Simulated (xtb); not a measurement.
# SClO2F (sulfuryl chloride fluoride) at GFN2-xTB

Wanted: a structure relaxation of SClO2F (sulfuryl chloride fluoride). 

The results are computed with xtb 6.7.1 later snapshot.

7 further runs of the same task are left out: 7 set aside as unsound or not needed.

## 1. The structure to begin with

SClO2F: 5 atoms, total charge 0, spin state singlet. SMILES: `O=S(=O)(F)Cl`. The coordinates come from a GFN2-xTB relaxation. The run starts from this shape.

Bond lengths: O1–S2 1.409 Å, S2–O3 1.410 Å, S2–F4 1.624 Å, S2–Cl5 2.019 Å. Angles: O1–S2–O3 122.9°, O1–S2–F4 106.9°, O1–S2–Cl5 109.9°, O3–S2–F4 106.9°, O3–S2–Cl5 109.8°, F4–S2–Cl5 97.1°.

## 2. A structure relaxation at GFN2-xTB

Input file coord:

```
$coord
     -0.200915681570     -0.329624927918      2.855829708579  o
      0.221097956581     -0.261405814819      0.226880518523  s
      2.210507134281     -1.580491341592     -0.955256555998  o
     -2.381432862253     -1.175598622130     -1.119776112408  f
      0.150724555700      3.347139603721     -1.007696455957  cl
$end
```

Started as:

```
$ xtb coord --gfn 2 --opt vtight > coord.out
```

Q: Predict the results. Wanted: total energy at the end; dipole moment; HOMO energy; LUMO energy; HOMO–LUMO gap; dispersion energy; mean polarisability.

Computed results:

At GFN2-xTB:

| quantity | value |
| --- | --- |
| total energy at the end | -20.67465 Eh |
| dipole moment | 1.21 D |
| HOMO energy | -13.44 eV |
| LUMO energy | -7.96 eV |
| HOMO–LUMO gap | 5.48 eV |
| dispersion energy | -10.41 kJ/mol |
| mean polarisability (D4 model) | 49.3 bohr³ |

**Reading.** At the final geometry: Bond lengths: O1–S2 1.410 Å, S2–O3 1.410 Å, S2–F4 1.625 Å, S2–Cl5 2.019 Å. Angles: O1–S2–O3 122.9°, O1–S2–F4 106.9°, O1–S2–Cl5 109.9°, O3–S2–F4 106.9°, O3–S2–Cl5 109.9°, F4–S2–Cl5 97.1°. The optimisation took 3 steps and changed the energy by -0.000 eV.
